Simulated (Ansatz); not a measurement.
Input file:

```yaml
crystal:
  periodic: [false, false, false]
  atoms:
    - {symbol: P, position_ang: [0.000000, -0.104680, 0.000000]}
    - {symbol: H, position_ang: [0.000000, 1.608395, -1.764982]}
    - {symbol: H, position_ang: [0.000000, 1.608392, 1.764985]}
basis:
  gaussian: {orbitals: cc-pVDZ}
total_charge: 1
magnetization: {spin_polarized: true, initial_magnetization: 0}
hamiltonian: {xc: hf}
output: {orbitals: {seedname: orbitals}}
```

```sh
$ ansatz run in.yaml --threads 1 --pin off --events-out ev --progress --plain --max-ram 2393MiB
```

(1) Roughly how long does this take on 1 thread of Intel Xeon, shared host, and how much host memory?

```
280 factors; integrals over basis functions are off by at most 8.1e-4 eV
mean field evaluation 1: about -9286.1125 eV, gradient 3.8e0 eV
mean field evaluation 2: about -9286.1116 eV, gradient 3.8e0 eV
mean field evaluation 4: about -9286.2821 eV, gradient 5.6e-1 eV
mean field evaluation 8: about -9286.2865 eV, gradient 9.1e-6 eV
mean field evaluation 16: about -9288.2078 eV, gradient 3.2e0 eV
mean field evaluation 32: about -9288.8160 eV, gradient 1.7e-2 eV
mean field evaluation 64: about -9288.4756 eV, gradient 2.2e-3 eV
mean field evaluation 96: about -9286.2865 eV, gradient 3.6e-4 eV
mean field evaluation 128: about -9288.8151 eV, gradient 1.2e-2 eV
mean field evaluation 160: about -9288.7845 eV, gradient 1.5e-1 eV
mean field evaluation 192: about -9288.0610 eV, gradient 5.6e0 eV
mean field evaluation 224: about -9288.7760 eV, gradient 9.8e-2 eV
mean field -9288.81605734 eV, -341.3576939216 hartree, gradient 3.1e-6 eV, S^2 1.783454; 9 other end points of the search recorded, 0 dependent functions left out
reference -9288.81605734 eV, -341.3576939216 hartree; 8, 8 occupied and 20, 20 virtual orbitals, 280 factors
Total energy: -9288.81605734 eV, -341.3576939216 hartree
```

## Answers

(1) 1.9 s wall and 0.07 GiB.
